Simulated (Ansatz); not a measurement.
# CHAlO: the cost of one run

Computed with Ansatz 0.2.0, Gaussian basis. Level: def2-QZVPP, all electrons in the functionals, frozen cores in the correlation of double hybrids and RPA.

Plan: wB97M-V, B2PLYP, at charge 0, triplet; charge 0, singlet; charge 0, quintet; charge 1, doublet; charge 1, quartet.

2 further runs of the same task are left out: 2 set aside as unsound or not needed.

## Step 1: The geometry

The geometry is a PBE0/def2-TZVP stationary point (not a proven minimum).

4 atoms, charge 0, spin multiplicity 3.

Atoms are counted from 1 here; the program's logs count them from 0.

Bond lengths: C1–Al2 1.941 Å, Al2–O3 1.648 Å, O3–H4 0.948 Å. Angles: C1–Al2–O3 180.0°, Al2–O3–H4 180.0°.

Geometry (Å):

```xyz
4
charge 0, multiplicity 3
C     0.00000    0.00000   -2.51688
Al    0.00000    0.00000   -0.57557
O     0.00000    0.00000    1.07212
H     0.00000    0.00000    2.02033
```

No dispersion term is added; wB97M-V holds VV10 nonlocal correlation.

The geometry shown and the zero of energy belong to the point charge 0, triplet. The yardstick, UCCSD(T), and other wave-function levels (R restricted, U unrestricted, valence and pair active spaces) come from earlier runs.

## Step 2: wB97M-V, charge 0, triplet

File in.yaml:

```yaml
crystal:
  periodic: [false, false, false]
  atoms:
    - {symbol: C, position_ang: [0.000000, 0.000000, -2.516875]}
    - {symbol: Al, position_ang: [0.000000, 0.000000, -0.575575]}
    - {symbol: O, position_ang: [0.000000, 0.000000, 1.072125]}
    - {symbol: H, position_ang: [0.000000, 0.000000, 2.020325]}
basis:
  gaussian: {orbitals: "def2-QZVPP.json"}
magnetization: {spin_polarized: true, initial_magnetization: 2}
hamiltonian: {xc: {name: wB97M-V}}
output: {orbitals: {seedname: orbitals}}
```

On the command line:

```bash
ansatz run in.yaml --threads 1 --pin off --events-out ev --progress --plain --max-ram 2393MiB
```

**Question.** How long does this run take on 1 thread of Arm Neoverse V2, shared host, and how much memory does it need?

About 21 s, with a peak of 0.56 GiB.
